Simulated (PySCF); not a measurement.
Gas-phase reaction: B₂O₂ + 2 B → 2 B₂O

Computed with PySCF and rigid-rotor harmonic-oscillator thermochemistry at 1 bar. Table values come from the NASA 1993 polynomials. After a fit of one offset per element over all species, the range-separated, M06-2X, PBE0/def2-QZVP and CCSD(T)/def2-TZVPP enthalpies, where run, lie to one side of the table for B₂O (+77 kJ/mol): a fault of the table's entry, another state or a shared error of the levels is possible; this was not checked at source. S°(298 K) at PBE0/def2-TZVP differs from the NASA 1993 table for B₂O (+19 J/mol/K); whether the harmonic model or the table's entry is off was not settled. † marks an energy on the PBE0/def2-TZVP geometry and frequencies; other levels use their own. MP2 freezes the core. Open shells (unrestricted): B (multiplicity 2, electronic degeneracy 6); the rest are closed-shell singlets. Spin-orbit splitting is ignored; it lowers the true energy and changes the entropy of B. For this reaction the table lies outside the span of B3LYP, CCSD(T), M06-2X, MP2, PBE0, r2SCAN, ωB97M-V, ωB97X-V in their largest bases here; which side is off was not settled. MP2 isn't extrapolated to the basis-set limit; its ΔH°(298 K) is -250.1 kJ in def2-SVP and -281.0 kJ in def2-TZVPP. The harmonic model lacks anharmonicity and excited electronic states, which grow with temperature; levels with a mode under 35 cm⁻¹ are left out. Strong static correlation: B₂O. Soft modes under 120 cm⁻¹ make the harmonic entropy rough for B₂O. The table's entry may be an old estimate for B₂O₂, B₂O (not checked at source).

ΔH° and ΔS° at 298 K: table -471 kJ, -94 J/K; M06-2X/def2-TZVP† -373 kJ, -61 J/K; MP2/def2-SVP† -250 kJ, -61 J/K; MP2/def2-TZVPP† -281 kJ, -61 J/K; PBE0/def2-TZVP -311 kJ, -61 J/K; r2SCAN/def2-TZVP† -293 kJ, -61 J/K.

### Question
With the heat capacities included, give log10 K at 500, 1200, 1400, 1600, 2000 K for each.

### Answer
| T (K) | table | M06-2X/def2-TZVP† | MP2/def2-SVP† | MP2/def2-TZVPP† | PBE0/def2-TZVP | r2SCAN/def2-TZVP† |
|---|---|---|---|---|---|---|
| 500 | 44.2 | 35.7 | 22.9 | 26.1 | 29.3 | 27.4 |
| 1200 | 15.0 | 12.9 | 7.5 | 8.9 | 10.2 | 9.4 |
| 1400 | 11.9 | 10.5 | 6.0 | 7.1 | 8.2 | 7.6 |
| 1600 | 9.6 | 8.8 | 4.8 | 5.8 | 6.8 | 6.2 |
| 2000 | 6.4 | 6.3 | 3.1 | 3.9 | 4.7 | 4.2 |
Ten kJ in ΔG° is worth 1.04 decades in K at 500 K and 0.26 at 2000 K. Holding ΔH° and ΔS° at their 298 K values would give 7.4 (table), 6.6 (M06-2X/def2-TZVP†), 3.4 (MP2/def2-SVP†) at 2000 K.
